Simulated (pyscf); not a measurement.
H₃Si–Cl + H• → •H₂Si–Cl + H₂ (hydrogen abstraction; doublet surface; H–Si broken, H–H formed). PySCF, gas phase, ωB97X-D3(BJ)/def2-SVP geometries. Energies in kcal/mol from the separated reactants.

```
level                   barrier  reaction energy
----------------------  -------  ---------------
ωB97X-D3(BJ)/def2-TZVP      5.0            -11.2
PBE/def2-TZVP               0.0            -14.7
r²SCAN/def2-TZVP              ?            -15.7
B3LYP-D3(BJ)/def2-TZVP        ?                ?
PBE0-D3(BJ)/def2-TZVP       1.9            -12.7
HF/def2-TZVP               13.6             -6.5
```

Question: Complete the blanks.

Answer: 
- r²SCAN/def2-TZVP, barrier: -0.8
- B3LYP-D3(BJ)/def2-TZVP, barrier: 0.3
- B3LYP-D3(BJ)/def2-TZVP, reaction energy: -15.3

At r²SCAN this geometry lies under the reactants; that is no barrier but a single point on another level's saddle; such a level's own saddle, if it has one, lies nearer that side and is low. One saddle was located; it need not be the lowest between these sides. The angle at the transferred H is 178°.
